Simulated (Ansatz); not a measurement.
## Ansatz (development build ahead of 0.2.0) run

```yaml
crystal:
  periodic: [false, false, false]
  atoms:
    - { symbol: C, position_ang: [0.50281, -0.01042, -0.04746] }
    - { symbol: H, position_ang: [1.09385, 0.67686, 0.61089] }
    - { symbol: H, position_ang: [1.11379, -0.60837, -0.61326] }
    - { symbol: F, position_ang: [-0.31063, 0.80601, -0.74356] }
    - { symbol: F, position_ang: [-0.26335, -0.81804, 0.78342] }
basis:
  gaussian: { orbitals: cc-pVDZ }
hamiltonian:
  xc: hf
correlation:
  method: mp2
  frozen_orbitals: { C: 1, F: 1, H: 0 }
```

The input is written out in the form of the current development build from the run's settings.

The run gave:

```json
{
  "Converged": "yes",
  "Reference energy": "-237.90392 hartree",
  "Correlation energy": "-0.51132 hartree",
  "Total energy": "-238.41524 hartree",
  "Spin squared of the determinant": "0.000"
}
```
